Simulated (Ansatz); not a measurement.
Ansatz (an electronic-structure program) input:

Ansatz 0.2 input:
```yaml
crystal:
  periodic: [false, false, false]
  atoms:
    - {symbol: C, position_ang: [-0.00517534, -0.10696577, 0.84074838]}
    - {symbol: C, position_ang: [-0.01360476, -0.69854769, -0.52112947]}
    - {symbol: C, position_ang: [0.01459619, 0.56938060, -0.61931483]}
    - {symbol: H, position_ang: [0.91046776, -0.08734705, 1.42564298]}
    - {symbol: H, position_ang: [-0.92297864, -0.04704489, 1.41948447]}
    - {symbol: H, position_ang: [0.03761437, 1.55118910, -1.04695191]}
basis:
  gaussian:
    orbitals: def2-TZVP
hamiltonian:
  xc: b3lyp
  dispersion: d3bj
magnetization: {spin_polarized: true, initial_magnetization: 1}
phonons: {temperatures: {t_min: 298.15, t_max: 298.15, t_step: 100}}
```

Question: What final total energy does it print?

Answer: -115.98859 Eh (B3LYP-D3(BJ)/def2-TZVP). The basis has 111 functions.

It need not be the lowest isomer of its formula.
